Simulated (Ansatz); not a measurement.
# How far each method lies from full CI for SiO⁺, quartet

Geometry: a point of a stretch scan, not a stationary point.

```xyz
2

Si    0.0000    0.0000    0.0000
O     0.0000    0.0000    4.6170
```

Basis cc-pVDZ; Ansatz 0.2.0. Correlated methods freeze the noble-gas cores, which leaves 9 electrons in 26 orbitals. R marks a restricted (for open shells ROHF) determinant, U an unrestricted one. Active spaces: pair = (5e, 5o) about the gap; valence = (9e, 8o) chosen from the atoms' valence shells.

Full CI is exact within this basis and frozen core; it isn't the basis-set limit. The frozen core follows each run's orbitals, which can shift R against U totals by a few meV.

For open shells CISD and CISDTQ are restricted-active-space CI with the open shells as a complete middle space.

The UHF ⟨S²⟩ is 3.767. The T1 diagnostic (RCCSD) is 0.0174, the largest doubles amplitude (RCCSD) is 0.110 and the T1 diagnostic (UCCSD) is 0.0075.

| level | E − E(full CI) (kJ/mol) | share of correlation (%) | wall time |
| --- | --- | --- | --- |
| RHF | 475.4 | 0.00 | – |
| UHF | 452.0 | 4.93 | – |
| RMP2 | 93.3 | 80.37 | – |
| UMP2 | 92.7 | 80.50 | – |
| CISD | 30.1 | 93.67 | 2.2 s |
| RCCSD | 5.4 | 98.86 | – |
| UCCSD | 4.8 | 98.99 | – |
| RCCSD(T) | 1.4 | 99.72 | 4.9 s |
| UCCSD(T) | 1.1 | 99.76 | 3.6 s |
| BCCD(T) | 1.3 | 99.72 | 3.8 s |
| RCCSDT | 0.1 | 99.97 | – |
| UCCSDT | 0.0 | 100.00 | – |
| CISDTQ | 0.7 | 99.84 | 14 s (H100) |
| RCCSDT(Q) | 0.0 | 100.01 | 10 s |
| UCCSDT(Q) | -0.2 | 100.04 | 9 s |
| RCCSDTQ | -0.1 | 100.02 | 45 s (H100) |
| UCCSDTQ | -0.2 | 100.05 | 47 s (H100) |
| CASSCF (valence space) | 403.6 | 15.10 | – |
| NEVPT2 (valence space) | 90.9 | 80.87 | 2.9 s |
| MRCISD (valence space) | 21.1 | 95.56 | – |
| MRCISD+Q (valence space) | 0.6 | 99.88 | 3.8 s |

The correlation energy at full CI, counted from RHF, is -4.927 eV. That run took 62 s on 2 threads of AMD EPYC 7R13 with a shared H100 80 GB, shared host over 149,648,576 determinants.

Run but not shown, since their state, orbitals or frozen core can't be matched to the reference's or they repeat it: CASSCF (pair space), NEVPT2 (pair space).

Times hold each run's SCF and search for its determinant on a shared host, so for small cases they say little of a method's own cost; rows without a card ran on 1 thread of AMD EPYC 7R13.

The full-CI state has the irrep B2 of C2v, in the program's axes (one component, if the state is degenerate).

Natural occupations of full CI about the gap: 1.981 1.973 1.903 0.998 0.995 0.980 0.042 0.039 0.016 0.012; effectively unpaired electrons, Σ n²(2−n)², 3.05.
